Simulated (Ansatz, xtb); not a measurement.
Relative energy of two isomers of C4H6OS

Structure a: `C[C@@H]1SCC1=O`, a singlet. Structure b: `S=C1CCCO1`, a singlet. Both are isolated molecules in the gas phase, relaxed with B3LYP-D3(BJ)/def2-SVP; the shapes shown needn't be the lowest conformers.

a (Å):

```yaml
atoms:
  - { symbol: C, position_ang: [-1.5847, 0.0860, -1.5995] }
  - { symbol: C, position_ang: [-1.2352, -1.1442, -0.7837] }
  - { symbol: C, position_ang: [0.4891, -1.7765, 0.6862] }
  - { symbol: C, position_ang: [0.2359, -1.5757, -0.8077] }
  - { symbol: O, position_ang: [0.9959, -1.6196, -1.7325] }
  - { symbol: S, position_ang: [-1.1384, -0.9745, 1.0778] }
  - { symbol: H, position_ang: [-2.6376, 0.3713, -1.4553] }
  - { symbol: H, position_ang: [-0.9494, 0.9375, -1.3140] }
  - { symbol: H, position_ang: [-1.4266, -0.1260, -2.6692] }
  - { symbol: H, position_ang: [-1.8883, -1.9943, -1.0486] }
  - { symbol: H, position_ang: [1.3824, -1.2544, 1.0620] }
  - { symbol: H, position_ang: [0.5346, -2.8377, 0.9813] }
```

b (Å):

```xyz
12

C    -3.2835   -1.3426    0.4410
C    -1.9332   -1.8760   -0.0054
C    -1.0589   -1.7047    1.2407
C    -1.7188   -0.4963    1.9057
O    -3.1087   -0.5802    1.5322
S    -4.7362   -1.5949   -0.2498
H    -1.5798   -1.2465   -0.8414
H    -2.0179   -2.9023   -0.3835
H    -1.1413   -2.5894    1.8914
H     0.0050   -1.5384    1.0217
H    -1.6682   -0.4901    3.0030
H    -1.3178    0.4600    1.5272
```

Quicker runs give these differences E(b) − E(a): GFN2-xTB −16.1 kcal/mol; HF/STO-3G −9.1 kcal/mol (at GFN2-xTB geometries); r2SCAN-D4/def2-SVP −9.5 kcal/mol (at GFN2-xTB geometries).

Estimate E(b) − E(a) at the level CCSD(T)/def2-SVP + ΔMP2/def2-TZVPP.

Calculated at CCSD(T)/def2-SVP + ΔMP2/def2-TZVPP: E(b) − E(a) = −5.8 kcal/mol, so structure b lies lower.

How the difference moves with the method:

```tsv
level	geometry	E(b) − E(a) (kcal/mol)	departure from the last row (kcal/mol)	job, with rough time for the two
GFN2-xTB	GFN2-xTB	−16.1	−10.3	optimisation, 0.27 s
HF/STO-3G	GFN2-xTB	−9.1	−3.4	single point, 0.74 s
r2SCAN-D4/def2-SVP	GFN2-xTB	−9.5	−3.7	single point, 5 s
B3LYP-D3(BJ)/def2-SVP	B3LYP-D3(BJ)/def2-SVP	−7.6	−1.8	optimisation, 81 s
HF/def2-SVP	B3LYP-D3(BJ)/def2-SVP	−6.9	−1.2	part of the CCSD(T) run
MP2/def2-SVP	B3LYP-D3(BJ)/def2-SVP	−6.4	−0.7	part of the CCSD(T) run
CCSD(T)/def2-SVP	B3LYP-D3(BJ)/def2-SVP	−6.3	−0.5	single point
CCSD(T)/def2-SVP + ΔMP2/def2-TZVPP	B3LYP-D3(BJ)/def2-SVP	−5.8		single point, 52 s
```

As drawn, b has 1 C=S, 2 C–O in place of 2 C–S, 1 C=O. Structure a has a 4-membered ring, b a 5-membered ring.

None of the levels shown reverses the order. The largest departure from CCSD(T)/def2-SVP + ΔMP2/def2-TZVPP is that of GFN2-xTB, 10.3 kcal/mol. The last row adds to CCSD(T) the change of the MP2 difference between the two basis sets, here +0.5 kcal/mol.

With thermal terms from frequencies at re-optimised GFN2-xTB minima (ideal gas, soft modes damped towards free rotors, one conformer each, 298.15 K, 1 atm): on the last row, ΔE + ΔZPE = −3.8, ΔH = −4.3, ΔG = −3.1 kcal/mol.

The correlated steps freeze 10 core orbitals. Mirror images aren't counted in ΔG. Codes used: Ansatz 0.2.0, xtb 6.7.1; the last row on 2 threads of Intel(R) Xeon(R) Platinum 8259CL CPU @ 2.50GHz (Skylake/Cascade Lake) on a shared host.
